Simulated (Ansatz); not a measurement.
BSi, doublet in cc-pVDZ: errors against full CI

Geometry: a point of a stretch scan, not a stationary point.

```xyz
2

Si    0.0000    0.0000    0.0000
B     0.0000    0.0000    4.2960
```

Basis cc-pVDZ; Ansatz 0.2.0. Correlated methods freeze the noble-gas cores, which leaves 7 electrons in 26 orbitals. R marks a restricted (for open shells ROHF) determinant, U an unrestricted one. Active spaces: pair = (3e, 3o) about the gap; valence = (7e, 8o) chosen from the atoms' valence shells.

Full CI is exact within this basis and frozen core; it isn't the basis-set limit. The frozen core follows each run's orbitals, which can shift R against U totals by a few meV.

Unrestricted rows (U) aren't spin-pure: their determinants' ⟨S²⟩ exceeds S(S+1) by up to 1.02, so they mix in states of higher spin.

```
UHF ⟨S²⟩                          : 1.769
T1 diagnostic (RCCSD)             : 0.2961
largest doubles amplitude (RCCSD) : 0.127
T1 diagnostic (UCCSD)             : 0.0111
```

| level | E − E(full CI) (meV) | share of correlation (%) | wall time |
| --- | --- | --- | --- |
| UHF | 3417 | 45.10 | – |
| UMP2 | 1189 | 80.91 | – |
| UCCSD* | 71 | 98.87 | – |
| UCCSD(T)* | 19 | 99.69 | 9.5 s |
| RCCSDT*† | 28 | – | – |
| UCCSDT* | -7 | 100.11 | – |
| RCCSDT(Q)*† | -1 | – | 40 s |
| UCCSDT(Q)* | -12 | 100.19 | 33 s |
| CASSCF (pair space) | 3613 | 41.95 | – |
| NEVPT2 (pair space) | 1153 | 81.48 | 2.6 s |
| MRCISD (pair space) | 301 | 95.16 | – |
| MRCISD+Q (pair space) | -102 | 101.64 | 2.8 s |

An asterisk marks runs whose energy the program itself flagged as in doubt. A dagger marks rows that describe another state than the reference (another or a broken symmetry, a higher spin or other natural occupations), so the difference isn't the method's error.

The correlation energy at full CI, counted from the determinant under the R cluster runs, is -6.224 eV. That run took 16 min on 1 thread of Arm Neoverse V1, shared host over 9,719,616 determinants.

Run but not shown, since their state, orbitals or frozen core can't be matched to the reference's or they repeat it: RHF, RMP2, CISD, RCCSD, RCCSD(T), BCCD(T), CASSCF (valence space), NEVPT2 (valence space), MRCISD (valence space), MRCISD+Q (valence space).

Times hold each run's SCF and search for its determinant on a shared host, so for small cases they say little of a method's own cost; they ran on 1 thread of Arm Neoverse V1.

Not variational, and here over 5 meV under the exact energy: UCCSDT, UCCSDT(Q), MRCISD+Q (pair space).

The full-CI state has the irrep A2 of C2v, in the program's axes (one component, if the state is degenerate).

Natural occupations of full CI about the gap: 1.914 1.878 0.912 0.904 0.835 0.197 0.133 0.125 0.012 0.012; effectively unpaired electrons, Σ n²(2−n)², 3.24. No single determinant describes this state well, so single-reference rows can miss without a flag.
